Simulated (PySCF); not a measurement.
**`InChI=1S/C3H4/c1-3-2/h1-2H2`**

Molfile (atoms numbered from 1):
```
C3H4
     RDKit          3D

  7  6  0  0  0  0  0  0  0  0999 V2000
   -1.2871   -0.0463   -0.0392 C   0  0  0  0  0  0  0  0  0  0  0  0
    0.0205   -0.0431   -0.0467 C   0  0  0  0  0  0  0  0  0  0  0  0
    1.3281   -0.0399   -0.0542 C   0  0  0  0  0  0  0  0  0  0  0  0
   -1.8517    0.5899    0.6504 H   0  0  0  0  0  0  0  0  0  0  0  0
   -1.8566   -0.6851   -0.7223 H   0  0  0  0  0  0  0  0  0  0  0  0
    1.8898    0.6479   -0.6950 H   0  0  0  0  0  0  0  0  0  0  0  0
    1.9006   -0.7248    0.5799 H   0  0  0  0  0  0  0  0  0  0  0  0
  1  2  2  0
  2  3  2  0
  1  4  1  0
  1  5  1  0
  3  6  1  0
  3  7  1  0
M  END
```

Theory: PySCF 2.14.0, GIAO PBE0/pcSseg-2 magnetisability, rotational g tensor and spin-rotation constants, non-relativistic, gas phase. Geometry: PBE0-D3(BJ)/def2-SVP.

**Question.** How diamagnetic is it, and how anisotropic?

**Answer.** Isotropic -463 × 10⁻³⁰ J/T², or -27.9 × 10⁻⁶ cm³/mol; principal values -464, -464, -462 × 10⁻³⁰ J/T², anisotropy 1 × 10⁻³⁰ J/T² (root of half the summed squared differences of the principal values). The susceptibility is in cgs units.

**Question.** Split it along the inertial axes a, b, c into diamagnetic and paramagnetic parts about the centre of mass, with the quadrupole moment.

**Answer.** 
| axis | χ (10⁻⁶ cm³/mol) | diamagnetic (10⁻⁶ cm³/mol) | paramagnetic (10⁻⁶ cm³/mol) | summed x² of all electrons (Å²) | quadrupole Θ (D Å) |
| --- | --- | --- | --- | --- | --- |
| a | -27.8 | -49.4 | 21.6 | 37.8 | +4.06 |
| b | -27.9 | -185.1 | 157.1 | 5.8 | -2.03 |
| c | -27.9 | -185.1 | 157.1 | 5.8 | -2.03 |

Anisotropies 2χaa − χbb − χcc = +0.1 and 2χbb − χaa − χcc = -0.1 × 10⁻⁶ cm³/mol. Θ is traceless in Buckingham's convention.

**Question.** And the rotational g tensor?

**Answer.** 
| axis | rotational constant (GHz) | g | nuclear part | electronic part |
| --- | --- | --- | --- | --- |
| a | 142.8686 | -0.4471 | 0.9995 | -1.4465 |
| b | 8.8702 | -0.0125 | 0.6423 | -0.6548 |
| c | 8.8702 | -0.0125 | 0.6423 | -0.6548 |

Prolate top; isotopes 12C, 1H; no vibrational averaging.
